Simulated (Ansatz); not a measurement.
## How far each method lies from full CI for HMgB, triplet

Geometry: a point of a breathe scan, not a stationary point.

```xyz
3

B     0.0000    0.0000    3.1432
Mg    0.0000    0.0000   -0.2795
H     0.0000    0.0000   -2.8637
```

Basis cc-pVDZ; Ansatz 0.2.0. Only valence electrons are correlated (noble-gas cores frozen), which leaves 6 electrons in 31 orbitals. Prefix R: restricted or restricted open-shell reference; prefix U: unrestricted. Active spaces: pair = (4e, 4o) about the gap; valence = (6e, 9o) chosen from the atoms' valence shells. The metal's outer-core shells are frozen, which leaves out core–valence correlation.

Full CI is exact within this basis and frozen core; it isn't the basis-set limit. The frozen core follows each run's orbitals, which can shift R against U totals by a few meV.

Unrestricted rows (U) aren't spin-pure: their determinants' ⟨S²⟩ exceeds S(S+1) by up to 0.26, so they mix in states of higher spin. HF rows: UHF is the lowest solution found. Coupled cluster chose its determinant by a search with trial CCSD, here up to 0.19 eV above the lowest Hartree–Fock solution of its kind, and MP2 stands on that determinant too.

The UHF ⟨S²⟩ is 2.260. The T1 diagnostic (RCCSD) is 0.0578 and the largest doubles amplitude (RCCSD) is 0.106. The T1 diagnostic (UCCSD) is 0.0524.

| level | E − E(full CI) (mEh) | share of correlation (%) | wall time |
| --- | --- | --- | --- |
| UHF | 99.01 | 19.48 | – |
| RMP2 | 42.32 | 65.59 | – |
| UMP2 | 41.52 | 66.23 | – |
| RCCSD | 3.91 | 96.82 | – |
| UCCSD | 3.14 | 97.45 | – |
| RCCSD(T) | 1.15 | 99.07 | 4.3 s |
| UCCSD(T) | 1.19 | 99.03 | 3.7 s |
| BCCD(T) | 1.25 | 98.99 | 4.7 s |
| RCCSDT | 0.09 | 99.93 | – |
| UCCSDT | 0.09 | 99.93 | – |
| RCCSDT(Q) | 0.00 | 100.00 | 11 s |
| UCCSDT(Q) | 0.01 | 99.99 | 9 s |
| CASSCF (valence space) | 41.46 | 66.28 | – |
| NEVPT2 (valence space) | 11.96 | 90.27 | 3.9 s |
| NEVPT4(SD) (valence space) | 1.82 | 98.52 | 4.8 s |
| MRCISD (valence space) | 1.66 | 98.65 | – |
| MRCISD+Q (valence space) | 0.32 | 99.74 | 5.5 s |

The correlation energy at full CI, counted from the determinant under the R cluster runs, is -3.346 eV. That run took 69 s on 1 thread of Arm Neoverse V2, shared host over 5,050,836 determinants.

Run but not shown, since their state, orbitals or frozen core can't be matched to the reference's or they repeat it: RHF, CISD, CASSCF (pair space), NEVPT2 (pair space), MRCISD (pair space), MRCISD+Q (pair space).

Times hold each run's SCF and search for its determinant on a shared host, so for small cases they say little of a method's own cost; they ran on 1 thread of Arm Neoverse V2.

The full-CI state has the irrep B1 of C2v, in the program's axes (one component, if the state is degenerate).

Natural occupations of full CI about the gap: 1.886 1.850 0.982 0.981 0.108 0.052 0.041 0.029 0.024 0.008; effectively unpaired electrons, Σ n²(2−n)², 2.19.
